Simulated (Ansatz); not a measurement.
# CH2AlB: the cost of one run

Method: RKS r2SCANh-D4/def2-SVP, in Ansatz 0.2.0.

**1. The system as given**

Bond lengths: B1–C2 1.316 Å, C2–Al3 1.916 Å, Al3–H4 1.554 Å, Al3–H5 1.554 Å. Angles: B1–C2–Al3 176.0°, C2–Al3–H4 123.9°, C2–Al3–H5 124.1°, H4–Al3–H5 112.0°.

Coordinates:

```xyz
5

B     0.2912   -1.4111    2.1027
C     0.1404   -0.7275    0.9881
Al   -0.0781    0.3793   -0.5610
H    -1.0680    0.0669   -1.7179
H     0.7146    1.6924   -0.8118
```

**2. End point A**

input.yaml

```yaml
crystal:
  periodic: [false, false, false]
  atoms:
    - { symbol: B, position_ang: [0.29115, -1.41107, 2.1027] }
    - { symbol: C, position_ang: [0.14036, -0.72753, 0.98807] }
    - { symbol: Al, position_ang: [-0.07812, 0.3793, -0.561] }
    - { symbol: H, position_ang: [-1.06801, 0.0669, -1.71793] }
    - { symbol: H, position_ang: [0.71462, 1.6924, -0.81184] }
basis:
  gaussian: { orbitals: def2-SVP }
hamiltonian:
  xc: r2scanh
  dispersion: d4
relax:
  f_tol: 0.02
  max_steps: 50
output:
  orbitals: {}
```

Launch:

```bash
$ ansatz run input.yaml --threads 1 --pin off --max-ram 2048MiB --backend cpu --events-out ev --progress --plain --runs-dir out
```

What time and memory should one allow on 1 thread of an x86-64 CPU, shared host?

About 19 s, with a peak of 0.18 GiB.
